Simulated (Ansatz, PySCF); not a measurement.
Species: C2H6N, charge 0, multiplicity 2. It need not be the lowest isomer of its formula. 
Structure (B3LYP-D3(BJ)/def2-TZVP (Ansatz, a first-principles code) minimum search):
SMILES: [CH2]NC
```xyz
9

C     -0.1173    -0.1522     1.2661
N      0.0966     0.4837     0.0577
C      0.0134    -0.2820    -1.1694
H      0.0488     0.4281     2.1618
H     -0.8649    -0.9333     1.2779
H      0.8364     1.1693     0.0663
H      0.7893    -1.0556    -1.2447
H      0.0972     0.3862    -2.0263
H     -0.9593    -0.7753    -1.2192
```
Charge 0, spin multiplicity 2.

Wanted: atomisation energy (electronic, to ground-state atoms), in kcal/mol. Correlated levels leave the core frozen unless marked. UHF or UKS for open shells. No spin-orbit coupling. Non-relativistic. The coupled-cluster limit lacks core correlation, which all-electron functionals hold. Basis-set limits of correlation are two-point, X^-3; Hartree-Fock from the larger set. [CCSD(T)-MP2]/basis is that difference in the basis named.

```csv
level,program,atomisation energy (kcal/mol),minus last row
HF/6-31G,Ansatz,520.7,-249.0
HF/cc-pVTZ,Ansatz,556.5,-213.2
HF-D4/def2-TZVPD,PySCF + dftd4,566.6,-203.1
BLYP-D3(BJ)/def2-TZVPD,Ansatz + dftd3,776.7,7.0
revPBE-D3(BJ)/def2-TZVPD,Ansatz + dftd3,771.2,1.5
BP86-D3(BJ)/def2-TZVPD,PySCF + dftd3,803.8,34.1
M06-2X/def2-TZVPD,PySCF,769.6,-0.1
HSE06/def2-TZVPD,Ansatz,775.9,6.2
RPA@PBE/cc-pVTZ,Ansatz,724.3,-45.4
MP2/aug-cc-pVDZ,Ansatz,721.7,-48.0
"RI-MP2/CBS(cc-pVTZ,cc-pVQZ)",Ansatz,773.6,3.9
CCSD/6-31G,Ansatz,647.7,-122.0
CCSD(T)/6-31G*,Ansatz,690.0,-79.7
CCSD(T)/aug-cc-pVDZ,Ansatz,716.7,-53.0
"RI-MP2/CBS(cc-pVTZ,cc-pVQZ)+[CCSD(T)-MP2]/cc-pVTZ",Ansatz,769.7,0.0
```
